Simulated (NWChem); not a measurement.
Basis-set dependence for Li2

```xyz
2

Li     0.0000     0.0000     1.3936
Li     0.0000     0.0000    -1.3936
```
Charge 0, spin multiplicity 1.

The numbers come from NWChem runs, not from measurements. The geometry was optimised at PBE0/def2-SVP, a minimum by its harmonic frequencies.

Hartree-Fock energies in Ha, correlation energies in mHa.

The correlated methods freeze no orbitals. The Pople sets run with spherical d functions. The structure started from a generated list of species. Coupled-cluster values serve here as a point of comparison, not as the truth.

```json
[
 {"basis": "6-31G*", "functions": "28", "RHF": "-14.86643", "MP2": "-19.5", "SCS-MP2": "-23.3", "CCSD": "-30.5", "CCSD+T(CCSD)": "-30.6", "CCSD(T)": "-30.6", "CR-CCSD[T]": "-30.6", "CR-CCSD(T)": "-30.6", "CCSDT": "-30.6"},
 {"basis": "cc-pVDZ", "functions": "28", "RHF": "-14.87002", "MP2": "-19.8", "SCS-MP2": "-23.7", "CCSD": "-31.2", "CCSD+T(CCSD)": "-31.3", "CCSD(T)": "-31.3", "CR-CCSD[T]": "-31.3", "CR-CCSD(T)": "-31.3", "CCSDT": "-31.3"},
 {"basis": "cc-pVTZ", "functions": "60", "RHF": "-14.87169", "MP2": "-44.3", "SCS-MP2": "-52.9", "CCSD": "-58.7", "CCSD+T(CCSD)": "-59.0", "CCSD(T)": "-59.0", "CR-CCSD[T]": "-58.9", "CR-CCSD(T)": "-58.9", "CCSDT": "not run"},
 {"basis": "cc-pVQZ", "functions": "110", "RHF": "-14.87184", "MP2": "-54.0", "SCS-MP2": "-64.0", "CCSD": "-68.1", "CCSD+T(CCSD)": "-68.6", "CCSD(T)": "-68.6", "CR-CCSD[T]": "-68.5", "CR-CCSD(T)": "-68.5", "CCSDT": "not run"}
]
```

From cc-pVTZ to cc-pVQZ the Hartree-Fock energy moves by -0.1 mHa and the MP2 correlation energy by -9.6 mHa, which is 18 % of its value in the larger set.
